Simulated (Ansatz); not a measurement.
# ClOSi: the cost of one run

Method: cc-pVTZ, core rule «outside noble gas», up to 11 orbitals frozen; program: Ansatz 0.2.0, Gaussian basis.

The runs, in order: UHF; CCSD(T) on ROHF; CCSD(T) on UHF; BCCD(T) on ROHF; CCSDT(Q) on ROHF; CCSDT(Q) on UHF.

6 further runs of the same task are left out: 3 for a known fault of the program, 3 set aside as unsound or not needed.

### 1 The system

The geometry is a PBE0/def2-TZVP stationary point (not a proven minimum) of the parent state, kept for this charge and spin.

3 atoms, charge 1, spin multiplicity 3.

Atoms are counted from 1 here; the program's logs count them from 0.

Bond lengths: Cl1–Si2 2.047 Å, Si2–O3 1.723 Å. Angles: Cl1–Si2–O3 117.5°.

### 2 UHF

in.yaml

```yaml
crystal:
  periodic: [false, false, false]
  atoms:
    - {symbol: Cl, position_ang: [0.000000, -0.182593, 1.317915]}
    - {symbol: Si, position_ang: [0.000000, 0.559430, -0.589798]}
    - {symbol: O, position_ang: [0.000000, -0.577421, -1.885025]}
basis:
  gaussian: {orbitals: cc-pVTZ}
total_charge: 1
magnetization: {spin_polarized: true, initial_magnetization: 2}
hamiltonian: {xc: hf}
output: {orbitals: {seedname: orbitals}}
```

On the command line:

```sh
ansatz run in.yaml --threads 1 --pin off --events-out ev --progress --plain --max-ram 3968MiB --backend cpu
```

**Question.** How long does this run take on 1 thread of AMD EPYC 7R13, shared host, and how much memory does it need?

About 11 s, with a peak of 0.3 GiB.
